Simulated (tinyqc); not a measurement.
Inside a calculation. Method: Hueckel theory of the pi electrons, for the molecule c1conn1 (SMILES; centres numbered as the heavy atoms are written). One step of it, computed by the program tinyqc.

Problem. Energy, charges, bond orders. E = sum n x; q_r = z_r - P_rr; bond order p = P_rs; free valence = sqrt(3) - sum of p over the bonds of the atom.

x values: 2.866944  1.479176  0.809247  -0.642760  -1.372607

occupations: 2.000000  2.000000  2.000000  0.000000  0.000000

charge and bond-order matrix P, lower triangle:
```
           1C         2C         3O        4N        5N
1C   1.050118
2C   0.807191   0.927599
3O  -0.148319   0.398780   1.784358
4N  -0.176436  -0.429148   0.381126  1.099535
5N   0.541112   0.002617  -0.241870  0.793435  1.138390
```

Centres:
```
centre  z_r, pi electrons of the neutral centre         h
1C                                            1  0.000000
2C                                            1  0.000000
3O                                            2  2.240000
4N                                            1  0.450000
5N                                            1  0.450000
```

Bonds:
```
i  j         k
1  2         1
2  3  0.810000
3  4  0.810000
4  5  0.910000
5  1  0.910000
```

Give: pi energy = 6 alpha + this times beta; pi charges; Bond orders and lengths from R = 1.517 - 0.180 p; free valence of the carbons; gap between the highest filled and the next level.

Solution.

pi energy = 6 alpha + this times beta = 10.311

pi charges: 1C -0.050, 2C 0.072, 3O 0.216, 4N -0.100, 5N -0.138

Bond orders and lengths from R = 1.517 - 0.180 p (angstrom, C-C alone):
```
bond      p      R
1-2   0.807  1.372
2-3   0.399      -
3-4   0.381      -
4-5   0.793      -
5-1   0.541      -
```

free valence of the carbons: 1C 0.384, 2C 0.526

gap between the highest filled and the next level = 1.452 |beta|
